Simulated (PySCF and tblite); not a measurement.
Results of a calculation; reference values are marked as such.
C₃H₇Cl, numbered as in [CH3:1][CH2:2][CH2:3][Cl:4]. The same 2 conformers on PBE0-D3(BJ)/def2-SVP geometries, with only the functional of the single-point energies changed (basis set def2-TZVP, solvent none (gas phase), D3(BJ) where defined; PySCF).

Torsions listed: C1–C2–C3–Cl4. Of a mirror pair one member is shown.

```json
{"conformer": "1", "shape": "-63°", "symmetry": "C1 (pair)", "dipole D": "2.05"}
{"conformer": "2", "shape": "180°", "symmetry": "Cs", "dipole D": "2.14"}
```

Energies (kcal/mol) above conformer 1 and its weight at 298.15 K (thermal terms from GFN2-xTB):

```
functional  E(2) − E(1)  weight of 1 (%)
      PBE0         0.18               71
     B3LYP         0.22               72
    M06-2X         0.28               74
   wB97X-D            ?                ?
      TPSS         0.23               73
 CAM-B3LYP         0.13               69
     HSE06         0.16               70
```

**Question.** What does wB97X-D give?

**Answer.** E(2) − E(1) = 0.00 kcal/mol, weight of conformer 1 64 %.

**Question.** How much does the choice of functional matter?

**Answer.** The widest range is that of E(2) − E(1), which runs from 0.00 (wB97X-D) to 0.28 kcal/mol (M06-2X), a spread of 0.28, against RT = 0.59.
